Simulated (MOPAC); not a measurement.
MOPAC input (PM3):

```
PM3 FORCE THERMO(298,298) PRECISE LET UHF MS=0.5 GEO-OK AUX(PRECISION=9) THREADS=1
C4H5

C    -0.00300404 1   -0.15771622 1    2.05530565 1
C    -0.00102581 1   -0.05317732 1    0.69150698 1
C     0.00077364 1    0.03988869 1   -0.51850926 1
C     0.00283059 1    0.14989716 1   -1.94187658 1
H    -0.93212787 1   -0.20789176 1    2.61169565 1
H     0.92447302 1   -0.19344945 1    2.61555342 1
H    -0.00474792 1    1.20580331 1   -2.24539198 1
H     0.89788671 1   -0.32295447 1   -2.36766734 1
H    -0.88298923 1   -0.33681588 1   -2.37135792 1
```

Question: Which zero-point energy does it print?

Answer: 43.28 kcal/mol, from the harmonic wavenumbers of PM3.
